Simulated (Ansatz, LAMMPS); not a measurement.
**How well does each level of theory give the bulk modulus of rock-salt EuO?**

Reference value: 118 GPa (measured, room temperature, not corrected to a static lattice, sources range from 92.0 to 118; as tabulated in arXiv:1003.2039).

What do ionic model lewis1985a, LDA, PBE, HSE06, PBE0 give, and how far is each from the reference?


```csv
level (code),value (GPa),cell (Å³/atom),difference (%)
"ionic model lewis1985a (rigid ions, LAMMPS)",94.9,16.95,-19.6
LDA (Ansatz),125,14.76,+5.9
PBE (Ansatz),96.0,16.22,-18.6
HSE06 (Ansatz),91.7,16.82,-22
PBE0 (Ansatz),93.8,16.83,-21
```

Leaving aside ionic model lewis1985a, which can be fitted to such values or carry a doubt: The reference is not for a static lattice or low temperature, so close values are not ranked against it.

The measured value isn't corrected to a static lattice, so vibrations enter the comparison. A static lattice is as a rule stiffer than a warm one, by over a tenth in soft solids. Spin-polarised runs: LDA (parallel moments), PBE (parallel moments), HSE06 (parallel moments), PBE0 (parallel moments). LDA, PBE: the 4f shell is treated without U or exact exchange, so its levels and filling can be wrong. HSE06, PBE0: the state of the 4f shell is in doubt. Each level is taken at its own relaxed cell. Cutoffs and k meshes differ between the levels. Ansatz's density-functional and Hartree–Fock values are scalar-relativistic unless marked +SOC, with PAW data made under PBE.

Empirical potentials (ionic model lewis1985a) are fitted to chosen data, which need not cover the solid at hand: agreement can be built in, and what lay outside the fit can be far off.

Differences are worked out from the printed values.

Ansatz is an electronic-structure program.
